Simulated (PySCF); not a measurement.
N₂⁺: a composite coupled-cluster calculation

State: doublet, unpaired electrons σ ↑. De refers to N⁺ + N. ROHF-based CCSD(T) in PySCF 2.14 with N cc-pVTZ and N cc-pVQZ (frozen core orbitals: 2; no relativity). Correlation energies are extrapolated as n⁻³ (n = 3, 4), Hartree–Fock as (n+1)·exp(−9√n). CV is the change on freezing 0 orbitals instead, in N cc-pwCVTZ. SR is the spin-free X2C energy in N cc-pVTZ-DK less the non-relativistic one in N cc-pVTZ.

| Level | Re (Å) | ωe (cm⁻¹) | ωexe (cm⁻¹) | αe (cm⁻¹) | De (eV) |
| --- | --- | --- | --- | --- | --- |
| CCSD(T)/TZ | 1.1227 | 2192.6 | 15.8 | 0.0185 | 8.400 |
| CCSD(T)/QZ | 1.1186 | 2208.5 | 15.7 | 0.0184 | 8.620 |
| HF/CBS | 1.0794 | 2567.5 | 12.8 | 0.0155 | 3.265 |
| MP2/CBS | 1.1346 | 2049.2 | 18.3 | 0.0207 | 9.909 |
| CCSD/CBS | 1.1076 | 2305.8 | 14.6 | 0.0174 | 8.157 |
| CCSD(T)/CBS | 1.1167 | 2219.0 | 15.6 | 0.0184 | 8.754 |
| CCSD(T)/CBS+CV | 1.1149 | 2227.9 | 15.6 | 0.0184 | 8.790 |
| CCSD(T)/CBS+CV+SR | 1.1147 | 2226.9 | 15.6 | 0.0184 | 8.780 |

How much is left between CCSD(T)/QZ and the basis-set limit, and how much do the triples give at the limit?

CCSD(T)/CBS less CCSD(T)/QZ: -1.9 mÅ in Re, +10.5 cm⁻¹ in ωe and +0.134 eV in De. CCSD(T)/CBS less CCSD/CBS: +9.1 mÅ in Re, -86.8 cm⁻¹ in ωe and +0.597 eV in De.

What do the later terms add?

CV: -1.8 mÅ in Re, +8.9 cm⁻¹ in ωe and +0.036 eV in De; SR: -0.2 mÅ in Re, -1.0 cm⁻¹ in ωe and -0.010 eV in De, each against the row above.

The T1 diagnostic is 0.022. The state was picked by a PBE0 search and need not be the measured ground state. Spin–orbit coupling, excitations beyond (T) and corrections to the Born–Oppenheimer picture are left out.

The whole job (state search and all basis sets along the bond) took about 5.4 min on 4 threads of AMD EPYC 9R45 96-Core (shared host), peak memory 8 GiB.
